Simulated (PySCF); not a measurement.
C4H7ClO.
Structure used (PBE0-D3(BJ)/def2-SVP), in Å, numbered top down from 1:
```
atom  x, y, z in Å
C1     1.6618   -0.9860    0.4624
O2     0.2652   -1.0049    0.5685
C3    -0.3031    0.2392    0.4270
C4    -1.7172    0.2917   -0.0415
C5    -0.6136    0.7407   -0.9521
Cl6   -0.4263    2.4459   -1.3328
H7     2.0187   -2.0179    0.5813
H8     1.9950   -0.6033   -0.5207
H9     2.1240   -0.3586    1.2481
H10    0.0200    0.9986    1.1554
H11   -2.1941   -0.6614   -0.2848
H12   -2.3709    1.0534    0.3893
H13   -0.3511    0.0929   -1.7923
```

Method used: PBE0-D3(BJ)/def2-SVP geometry optimisation, gas phase (PySCF 2.14.0).

Masses are those of the commonest isotopes; rigid-rotor values at the optimised geometry. The values belong to one conformer with, in the numbering `[CH3:1][O:2][C@@H:3]1[CH2:4][C@H:5]1[Cl:6]`, C1–O2–C3–C4 155°.

(1) What are A, B and C (GHz)?

(2) Classify the top.

(3) Is it planar, by Δ = Ic − Ia − Ib?

(4) List the rotational levels J(Ka,Kc) to J = 5 (MHz).

(5) Predict some low-J microwave lines.

(6) Estimate the classical rotational partition function at 10 K, 50 K and 500 K.

Answers

(1) Ia = 85.91, Ib = 308.35, Ic = 368.73 u·Å²; 505379 MHz·u·Å²/I gives 5883, 1639 and 1371 MHz, that is A = 5.8825, B = 1.6390, C = 1.3706 GHz.

(2) An asymmetric top: κ = (2 × 1639 − 5883 − 1371)/(5883 − 1371) = -0.88.

(3) Not planar: Δ = Ic − Ia − Ib = -25.53 u·Å². For a rigid frame Δ = −2 Σ m c², so Σ m c² = 12.76 u·Å² lies off the ab plane: 7.24 from hydrogen and 5.52 from heavier atoms. The atom farthest from that plane is 1.53 Å away.

(4) Above 0(0,0):
J = 1: 1(0,1) 3010, 1(1,1) 7253, 1(1,0) 7522
J = 2: 2(0,2) 9016, 2(1,2) 13004, 2(1,1) 13809, 2(2,1) 26540, 2(2,0) 26552
J = 3: 3(0,3) 17996, 3(1,3) 21622, 3(1,2) 23232, 3(2,2) 35568, 3(2,1) 35630, 3(3,1) 57465, 3(3,0) 57465
J = 4: 4(0,4) 29912, 4(1,4) 33100, 4(1,3) 35782, 4(2,3) 47597, 4(2,2) 47780, 4(3,2) 69526, 4(3,1) 69529, 4(4,1) 100149, 4(4,0) 100149
J = 5: 5(0,5) 44721, 5(1,5) 47427, 5(1,4) 51443, 5(2,4) 62618, 5(2,3) 63040, 5(3,3) 84613, 5(3,2) 84623, 5(4,2) 115224, 5(4,1) 115224, 5(5,1) 154598, 5(5,0) 154598
Those of J = 1 are B + C, A + C and A + B.

(5) The dipole components are |μa| = 1.08 D, |μb| = 0.29 D, |μc| = 0.08 D. The squared components, which scale the intensities, stand as 1.00 : 0.07 : 0.01 (a : b : c). Some lines, for components of 0.1 D or more:

```tsv
type	branch	J(Ka,Kc)	MHz	lower level (cm⁻¹)
a	Q	2(1,1) ← 2(1,2)	805	0.434
a	Q	3(1,2) ← 3(1,3)	1610	0.721
b	R	2(0,2) ← 1(1,1)	1763	0.242
a	R	1(0,1) ← 0(0,0)	3010	0.000
b	Q	1(1,0) ← 1(0,1)	4512	0.100
b	Q	2(1,1) ← 2(0,2)	4793	0.301
b	R	3(0,3) ← 2(1,2)	4992	0.434
b	Q	3(1,2) ← 3(0,3)	5237	0.600
a	R	2(1,2) ← 1(1,1)	5751	0.242
a	R	2(0,2) ← 1(0,1)	6007	0.100
a	R	2(1,1) ← 1(1,0)	6288	0.251
b	R	1(1,1) ← 0(0,0)	7253	0.000
a	R	3(0,3) ← 2(0,2)	8980	0.301
a	R	3(2,2) ← 2(2,1)	9029	0.885
a	R	3(1,2) ← 2(1,1)	9423	0.461
b	R	2(1,2) ← 1(0,1)	9994	0.100
b	Q	3(2,1) ← 3(1,2)	12397	0.775
b	R	3(1,3) ← 2(0,2)	12606	0.301
b	Q	2(2,1) ← 2(1,2)	13536	0.434
b	Q	3(2,2) ← 3(1,3)	13946	0.721
b	R	3(2,2) ← 2(1,1)	21759	0.461
b	Q	3(3,0) ← 3(2,1)	21835	1.188
b	Q	3(3,1) ← 3(2,2)	21896	1.186
b	R	3(2,1) ← 2(1,2)	22626	0.434
b	R	3(3,1) ← 2(2,0)	30913	0.886
b	R	3(3,0) ← 2(2,1)	30925	0.885
```

(6) Point group C1, symmetry number σ = 1; q = (√π/σ)·√((kT/h)³/(ABC)), k/h = 20836.6 MHz/K: 1470 at 10 K, 16400 at 50 K, 518000 at 500 K.

No PBE0-D3(BJ)/def2-SVP frequencies stand behind this structure, so it isn't proved a minimum. Zero-point vibration and centrifugal distortion are left out. A rigid rotor knows nothing of internal rotation, which can split or shift real lines. Quadrupole hyperfine structure (35Cl) is left out.
